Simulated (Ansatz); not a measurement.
**CH₅LiSi (SMILES [Li][SiH2]C): single points off equilibrium**

The task here is to estimate one member of a computed series from the others.

Computed with Ansatz 0.2.0, Gaussian basis. Level: single points in def2-TZVPP.

Correlated methods freeze the cores. The outer core shell of Li, Na, Mg and K is correlated.

## Where the work starts

8 atoms, charge 0, spin multiplicity 1.

Atoms are counted from 1 here; the program's logs count them from 0.

Bond lengths: Li1–Si2 2.593 Å, Si2–C3 1.847 Å, Si2–H4 1.599 Å, Si2–H5 1.512 Å, C3–H6 1.114 Å, C3–H7 1.117 Å, C3–H8 1.123 Å. Angles: Li1–Si2–C3 87.2°, Li1–Si2–H4 128.9°, Li1–Si2–H5 128.5°, C3–Si2–H4 108.6°, C3–Si2–H5 109.9°, H4–Si2–H5 92.2°, Si2–C3–H6 113.3°, Si2–C3–H7 110.7°, Si2–C3–H8 119.7°, H6–C3–H7 106.6°, H6–C3–H8 112.8°, H7–C3–H8 90.9°.

Geometry (Å):

```
Li   -2.49176    0.89721    0.23103
Si   -0.19431    0.46424   -0.88987
C     0.29732   -0.40596    0.66314
H     0.15319   -0.47802   -2.13424
H     0.86894    1.46687   -1.27637
H     0.29366    0.25636    1.55844
H     1.33186   -0.81678    0.57393
H    -0.10910   -1.43067    0.87882
```

Set-up of the first run:

The input, run/in.yaml:

```yaml
crystal:
  periodic: [false, false, false]
  atoms:
    - {symbol: Li, position_ang: [-2.491762, 0.897206, 0.231032]}
    - {symbol: Si, position_ang: [-0.194305, 0.464244, -0.889865]}
    - {symbol: C, position_ang: [0.297319, -0.405961, 0.663139]}
    - {symbol: H, position_ang: [0.153189, -0.478021, -2.134240]}
    - {symbol: H, position_ang: [0.868941, 1.466875, -1.276371]}
    - {symbol: H, position_ang: [0.293662, 0.256358, 1.558440]}
    - {symbol: H, position_ang: [1.331857, -0.816779, 0.573929]}
    - {symbol: H, position_ang: [-0.109099, -1.430670, 0.878819]}
basis:
  gaussian: {orbitals: def2-TZVPP}
hamiltonian: {xc: pbe, dispersion: d4}
output: {forces: true}
```

Started as:

```sh
ansatz run in.yaml --threads 2 --pin off --events-out ev --progress --plain --max-ram 3481MiB
```

Steps of the session up to this table: PBE-D4/def2-TZVPP; r2SCAN-D4/def2-TZVPP; PBE0-D4/def2-TZVPP; wB97M-V/def2-TZVPP; CCSD(T)/def2-TZVPP.

One of the session's tables, all rows but one given; the rest of the session is left out.

| method | RMS force component (eV/Å) | angle to CCSD(T) forces (°) | dipole (D) |
| --- | --- | --- | --- |
| PBE-D4 | 0.839 | 5.6 | 6.66 |
| r2SCAN-D4 | ? | ? | ? |
| PBE0-D4 | 0.904 | 3.1 | 7.00 |
| wB97M-V | 0.940 | 3.1 | 7.10 |
| CCSD(T) | 0.957 | reference | 7.27 |

**Question.** Estimate the row for r2SCAN-D4.

As computed: RMS force component (eV/Å): 0.901; angle to CCSD(T) forces (°): 2.4; dipole (D): 7.13. In the column «RMS force component (eV/Å)» it lies between PBE-D4 (0.839) and PBE0-D4 (0.904).
